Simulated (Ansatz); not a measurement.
**W: which structure is lowest?**

Level of theory: DFT, r2SCAN, plane waves (500 eV) with PAW, scalar-relativistic (Ansatz 0.2.0). (PAW data from PBE, frozen cores regenerated.)

Each structure is relaxed within its own symmetry, so a high-lying one may be dynamically unstable.

```csv
structure,ΔE (meV/atom),V (Å³/atom),cell,magnetic state
bcc,0,15.92,a = 3.170 Å,spin not included
beta-W (A15),114,16.12,a = 5.053 Å,spin not included
dhcp,554,16.27,"a = 2.765 Å, c = 9.831 Å (c/a = 3.556)",spin not included
fcc,560,16.22,a = 4.018 Å,spin not included
hcp,574,16.31,"a = 2.757 Å, c = 4.956 Å (c/a = 1.798)",spin not included
omega (AlB2-type),607,16.29,"a = 4.666 Å, c = 2.592 Å (c/a = 0.556)",spin not included
simple cubic,1549,18.03,a = 2.622 Å,spin not included
diamond,2842,24.28,a = 5.792 Å,spin not included
```

ΔE counts from bcc.

Differences under about 8 meV lie within the error of the k-point mesh.
